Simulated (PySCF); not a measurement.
## Molecular orbitals of LiB

UHF at R = 2.147 Å; PySCF, no relativity, basis sets Li pcseg-1, B pcseg-1. State: ³Π (triplet), unpaired electrons σ ↑, π ↑. Only the outer orbitals are listed, counted within each symmetry.

```tsv
spin	orbital	occ.	ε (eV)	on Li (%)	main shells (%)
α	3σ	1	-14.13	8	92 B s
α	4σ	1	-7.06	17	83 B p, 12 Li s
α	1π	1	-6.16	10	90 B p, 10 Li p
α	5σ	0	0.02	98	64 Li s, 34 Li p
α	1π	0	1.07	79	79 Li p, 21 B p
α	2π	0	2.12	94	94 Li p
β	3σ	1	-10.01	12	83 B s
β	4σ	0	0.08	98	63 Li s, 36 Li p
β	1π	0	1.49	90	90 Li p, 10 B p
β	1π	0	1.83	98	98 Li p
```

Question: Which are the highest filled and the lowest empty level, where do they sit, and how wide is the gap?

Answer: Highest filled α 1π at -6.16 eV (in %: 90 B p, 10 Li p); lowest empty α 5σ at 0.02 eV (in %: 64 Li s, 34 Li p); the gap at UHF is 6.18 eV. An empty level above zero is unbound, and its energy depends on the basis.

```
bond order (Mayer)                              : 0.77
⟨S²⟩                                            : 2.005
charge on Li (Mulliken, basis-dependent)        : 0.53
charge on Li (Löwdin, basis-dependent)          : 0.25
dipole moment (positive dipole means Li(−)B(+)) : -6.46 D
```

The state is the lowest determinant that a PBE0 search found; another state may lie lower at other levels.
